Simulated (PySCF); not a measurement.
Structure from 2D NMR

Compound of formula C2H3F3. Correlations simulated from computed shifts and couplings:

HSQC (one-bond C–H):
```
  δH    δC  ¹J(C,H) (Hz)
1.85  23.4           138
```

HMBC (two and three bonds, |J| ≥ 2.5 Hz):
```
  δH  δC [abs. J in Hz]
1.85        135.1 [6.1]
```

Carbons without hydrogens: δ 135.1.

PySCF 2.14 calculation with J: B3LYP/pcJ-1, shieldings: GIAO PBE0/pcSseg-1 and geometry from GFN2-xTB; single conformer, non-relativistic Hamiltonian, rapidly exchanging positions averaged, gas phase.

δ = σ(ref) − σ, references computed at the same level: TMS for ¹H, ¹³C.

Exchangeable hydrogens are left out of these lists, and C,H couplings along chains are those of one rotamer, so weak HMBC peaks may be missing or extra.

Which molecule is this?

Answers

`InChI=1S/C2H3F3/c1-2(3,4)5/h1H3`.

Atoms are numbered as in `[CH3:1][C:2]([F:3])([F:4])[F:5]`. Hydrogens are named by the atom that carries them.

1. δC 135.1 is C2, a CF3 carbon.
2. δC 23.4 is C1, a methyl carbon (δH 1.85).
3. HMBC from δH 1.85 reaches the proton-free carbon C2.

Common functionals overestimate the size of one-bond C–F couplings by tens of Hz; these are unscaled. Shifts are as computed. Against solution values, carbons near 30 ppm lie about +3 ppm off and those near 130 ppm about +5 ppm. Of 1211 compounds with measured shifts, 218 miss one by over three times the rms of a fit or turn the order of signals round; such compounds aren't used in these exercises.
